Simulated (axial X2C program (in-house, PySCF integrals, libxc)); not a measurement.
HPH⁺: properties at the nuclei

Computed with an axial X2C code built on PySCF integrals: two-component X2C with atomic mean-field Coulomb and Gaunt terms, Gaussian nuclei, basis H dyall-v3z, P dyall-v3z with contracted cores.

H–P–H held linear, with bonds 1.413 and 1.413 Å (near the PBE0 minimum at charge 1 of the determinant lowest at the starting distance; the state shown can have its own minimum elsewhere, held linear; other orders of the atoms were not compared).

Determinant lowest in the PBE0 search, Ω = 1 (⟨Sz⟩ = 1.00, ⟨Lz⟩ = 0.00 at PBE0), spin on the atoms H -0.04, P 1.07, H -0.04:

```csv
level,A∥/gI H (MHz),qzz H (a.u.),A∥/gI P (MHz),qzz P (a.u.)
PBE0,-12.1,0.17,83.7,-0.66
HF,-24.9,0.17,399,-0.76
LDA,-6.63,0.17,-36.3,-0.64
```

Determinant 1.27 eV from it at PBE0 and this distance, Ω = 0 (closed shell), highest spinor 90% P p, 8% H p:

| level | qzz H (a.u.) | qzz P (a.u.) |
| --- | --- | --- |
| PBE0 | 0.17 | -0.77 |
| HF | 0.17 | -0.96 |
| LDA | 0.17 | -0.75 |

A∥ (defined per Ω) follows by multiplying with gI = μI/(I μN); qzz is the electric field gradient, eQq0 = 234.96 MHz × Q/barn × qzz. The operators were transformed with the bare-nucleus X2C matrices; with these basis sets, hyperfine constants and field gradients can be off by tens of per cent, and where levels differ in sign neither size nor sign is settled.

The molecule was held linear; bending was not examined, so a bent shape may lie lower. Hydrosulfides and their kin are strongly bent in nature, so this linear model does not describe the real molecule.

Each state is one determinant with collinear spin, which with several unpaired electrons need not be a pure state. Unrestricted Hartree–Fock can overshoot spin polarisation at the nuclei. A closed determinant beside an open π² or δ² triplet, such as (π1/2)², mixes with its partner pair into the 0⁺ component of the triplet and ¹Σ⁺, so its energy is not that of a level, and 0⁺ can lie lowest. With several open shells hyperfine constants can be off by a factor of several. Open-shell Ω = 0 determinants with evenly filled partner blocks cannot be reached by this program, so the Ω shown need not be the lowest component. The search compared states at one distance, so a state with another bond length can lie lower. Where a field gradient or hyperfine factor spreads by more than a factor of two over the levels, a constant derived from it is not to be relied on. PBE0 term energies can be off by some tenths of an eV.
